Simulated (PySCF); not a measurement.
The first ionisation energy along the alkaline earths

All values are computed (PySCF 2.14, energy differences of UHF-based or UKS calculations, no spin-orbit coupling). Values in eV. The last column holds reference values (NIST; (s) semi-empirical, (t) theoretical, else measured). Unmarked ones compare directly (S terms, centres of terms, or small fine structure); those marked * lie between the lowest fine-structure levels and include a spin-orbit shift.

```tsv
element	configurations	UHF	MP2 (valence)	SCS-MP2 (valence)	PBE	PBE0	r2SCAN	reference
Be (dyall-av3z, spin-free X2C)	[He] 2s2 → [He] 2s1	8.044	8.838	8.997	8.998	8.972	8.793	9.323
Mg (dyall-av3z, spin-free X2C)	[Ne] 3s2 → [Ne] 3s1	6.615	7.270	7.401	7.624	7.552	7.380	7.646
Ca (dyall-av3z, spin-free X2C)	[Ar] 4s2 → [Ar] 4s1	5.136	5.695	5.807	6.091	6.015	5.831	6.113
```

```tsv
method	elements	mean error (eV)	mean absolute error (eV)	largest error (eV)
UHF	3	-1.096	1.096	-1.279
MP2 (valence)	3	-0.426	0.426	-0.485
SCS-MP2 (valence)	3	-0.292	0.292	-0.326
PBE	3	-0.123	0.123	-0.325
PBE0	3	-0.181	0.181	-0.350
r2SCAN	3	-0.360	0.360	-0.530
```

Errors include the incompleteness of the basis and the frozen core.

"Valence" correlates the outer s and p shells and, in groups 3 to 12 and the f block, the outer d or f shell, open or full, or the next shell where the ion has no valence electron left; the wider scheme adds the next inner shell.
